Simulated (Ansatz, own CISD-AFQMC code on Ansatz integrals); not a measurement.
C3H4, SMILES `C1=CC1` (charge 0, multiplicity 1).

Cartesian coordinates (Å):
SMILES: C1CC=1
```xyz
7

C      0.7179    -0.5028     0.0294
C      0.4469     0.7538    -0.0347
C     -0.7399    -0.1594     0.0034
H      1.4425    -1.2975     0.0733
H      0.7796     1.7762    -0.0835
H     -1.3292    -0.2395     0.9175
H     -1.3179    -0.3307    -0.9054
```
Charge 0, multiplicity 1.

Frozen-core correlation energies in cc-pVDZ at a geometry from PBE0-D3(BJ)/def2-TZVP, on an HF energy of -115.83299 Ha (<S^2> = 0.00). Wave-function levels are from Ansatz, the walk from an own CISD-AFQMC code on Ansatz integrals (time step 0.005/Ha, trial state from CCSD amplitudes, largest double 0.10).

```csv
level,correlation energy (mHa)
MP2,-399.7
CCSD,-429.5
CCSD(T),-445.4
CCSDT(Q),-447.1
```

### Question
What correlation energy does phaseless AFQMC give, and where does it lie among these levels?

### Answer
-447.0 ± 0.4 mHa (one standard error). AFQMC minus each level: MP2 -47.3 mHa, CCSD -17.5 mHa, CCSD(T) -1.6 mHa, CCSDT(Q) +0.1 mHa.
